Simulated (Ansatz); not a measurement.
One change: `C[SiH2]F` becomes `C[SiH2]P`.

Ansatz, PBE0-D4/def2-TZVP geometries, multiplicity 1. Each molecule was computed in one conformer, which needn't be the lowest.

```tsv
property	`C[SiH2]F`
zero-point energy (PBE0-D4/def2-TZVP) / kJ/mol	147.9
HOMO–LUMO gap (PBE/def2-TZVPP) / eV	7.43
HOMO energy (ωB97M-V/def2-TZVPP) / eV	-11.51
LUMO energy (PBE0/def2-TZVPP) / eV	0.49
size of the dipole moment (ωB97M-V/def2-TZVPP) / D	1.70
HOMO energy (PBE0/def2-TZVPP) / eV	-9.24
```

Question: What does the change do to each property? (An estimate is asked.)

Answer: Computed: 
```json
{"property": "zero-point energy (PBE0-D4/def2-TZVP) / kJ/mol", "`C[SiH2]P`": "187.1", "shift": "39.2"}
{"property": "HOMO–LUMO gap (PBE/def2-TZVPP) / eV", "`C[SiH2]P`": "5.79", "shift": "-1.64"}
{"property": "HOMO energy (ωB97M-V/def2-TZVPP) / eV", "`C[SiH2]P`": "-9.50", "shift": "2.01"}
{"property": "LUMO energy (PBE0/def2-TZVPP) / eV", "`C[SiH2]P`": "0.34", "shift": "-0.15"}
{"property": "size of the dipole moment (ωB97M-V/def2-TZVPP) / D", "`C[SiH2]P`": "0.94", "shift": "-0.76"}
{"property": "HOMO energy (PBE0/def2-TZVPP) / eV", "`C[SiH2]P`": "-7.40", "shift": "1.84"}
```

With PBE0 the HOMO rises by 1.84 eV and the LUMO falls by 0.15 eV, so the gap narrows by about 1.99 eV. PBE moves the HOMO by 1.52 eV and ωB97M-V by 2.01 eV. The zero-point energy changes by 39.2 kJ/mol with +6 modes. Dipoles are sizes alone; their direction can turn.
